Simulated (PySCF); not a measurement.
**Electron affinity of P by level of theory**

P⁻ [Ne] 3s2 3p4 (3P) → P [Ne] 3s2 3p3 (4S), as a difference of total energies. All numbers are calculated (PySCF 2.14, no relativity, point nucleus, in def2-QZVPPD (10s6p5d2f1g, 76 functions)). Correlated levels: valence: [Ne] frozen. The calculations carry no spin-orbit coupling.

| method | electron affinity (eV) |
| --- | --- |
| UHF | -0.456 |
| MP2 (valence) | 0.348 |
| SCS-MP2 (valence) | 0.434 |
| CCSD (valence) | 0.445 |
| CCSD(T) (valence) | 0.503 |

A first-order spin-orbit estimate (lowest level to lowest level, LS coupling) adds 0.012 eV.

Errors of the correlated levels include the incompleteness of this basis and the frozen core.

A negative affinity means that the anion lies above the atom at that level of theory.

For comparison: 0.747 eV (measured; photodetachment measurements, as compiled on the Wikipedia data page of electron affinities).
